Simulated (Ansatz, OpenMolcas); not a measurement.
C4H11P (tert-butylphosphine): methods side by side

The species is C4H11P (16 atoms), meant as a singlet with charge 0. SMILES: `CC(C)(C)P`. Geometry: relaxed at PBE0-D4/def2-TZVP. This is one conformer, not always the lowest.

```xyz
16

C    -0.7418    0.5823   -1.0511
C     0.0359   -0.0304    0.1056
C     1.4795    0.4662    0.0871
C     0.0122   -1.5535    0.0037
P    -0.6806    0.4213    1.7749
H    -0.7422    1.6735   -0.9971
H    -0.2904    0.2932   -2.0075
H    -1.7809    0.2449   -1.0555
H     2.0609    0.0411    0.9090
H     1.5290    1.5557    0.1653
H     1.9627    0.1776   -0.8520
H    -1.0106   -1.9398    0.0197
H     0.5629   -2.0195    0.8247
H     0.4741   -1.8731   -0.9361
H    -0.8292    1.8156    1.5389
H    -2.0417    0.1448    1.4705
```

Quantity: the energy change with the C1–H8 bond stretched from 1.092 to 1.966 Å, in eV. The values are calculated.

```tsv
level	kind	program	value (eV)	CPU time (all runs)
HF/6-31G* (spherical functions) (unrestricted)	Hartree–Fock	OpenMolcas	3.36	45 s
PBE/6-31G* (spherical functions) (restricted)	GGA	OpenMolcas	3.16	3.4 min
M06-L/6-31G* (spherical functions) (restricted)	meta-GGA	OpenMolcas	3.37	3.8 min
BHLYP/6-31G* (spherical functions) (restricted)	global hybrid	Ansatz	3.67	31 s
HSE06/6-31G* (spherical functions) (restricted)	range-separated hybrid	Ansatz	3.45	30 s
PBE-QIDH/6-31G* (spherical functions) (restricted)	double hybrid	Ansatz	3.62	40 s
RPA@PBE/6-31G* (spherical functions) (restricted)	RPA	Ansatz	3.15	43 s
RPA@PBE0/6-31G* (spherical functions) (restricted)	RPA	Ansatz	3.31	50 s
CCSD/6-31G* (spherical functions) (restricted)	coupled cluster or CI	Ansatz	3.22	58 s
```

The first shape isn't each level's own minimum. The values span 3.15 to 3.67 eV. Spin contamination of the reference (⟨S²⟩ at least 0.1 too high) touches HF/6-31G*. Times are those of the runs behind each value, whatever else they computed, on shared processors of several kinds: orders of magnitude only.
